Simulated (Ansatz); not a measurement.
**BH₃, triplet: reading a ladder of total energies**

Geometry: a point of a stretch scan, not a stationary point.

```xyz
4

B    -0.1277    0.0162    0.1215
H     0.2986    0.5552   -0.9595
H     0.5967    0.0161    1.0610
H     0.4739   -0.7448   -1.4043
```

Basis cc-pVDZ; Ansatz 0.2.0. Only valence electrons are correlated (noble-gas cores frozen), which leaves 6 electrons in 28 orbitals. Prefix R: restricted or restricted open-shell reference; prefix U: unrestricted.

Full CI is exact within this basis and frozen core; it isn't the basis-set limit. The frozen core follows each run's orbitals, which can shift R against U totals by a few meV.

Runs differ by some tens of microhartree through their thresholds and, for an open shell, their frozen cores, so steps under 0.1 kcal/mol mean nothing.

```
    level  total energy (hartree)
      UHF              -26.237937
     UMP2              -26.315271
    UCCSD              -26.339977
 UCCSD(T)              -26.342137
   UCCSDT              -26.342922
UCCSDT(Q)              -26.342967
  full CI              -26.342969
```

Task: What is the correlation energy at full CI, and what share of it do UMP2 and UCCSD(T) recover?

Result: E(corr) = -26.342969 − (-26.237937) = -0.105032 hartree = -2.858 eV. UMP2: -0.077334 / -0.105032 = 73.63 %. UCCSD(T): -0.104200 / -0.105032 = 99.21 %.

Task: By how many kcal/mol does UCCSD(T) miss full CI (1 hartree = 627.509 kcal/mol), and which steps make up the rest?

Result: -26.342137 − (-26.342969) = 0.000832 hartree = 0.52 kcal/mol. Steps: UCCSDT − UCCSD(T) = -0.49, UCCSDT(Q) − UCCSDT = -0.03, full CI − UCCSDT(Q) = 0.00 kcal/mol. That is within 1 kcal/mol of the reference in this basis, which itself misses far more of the correlation at the basis-set limit.
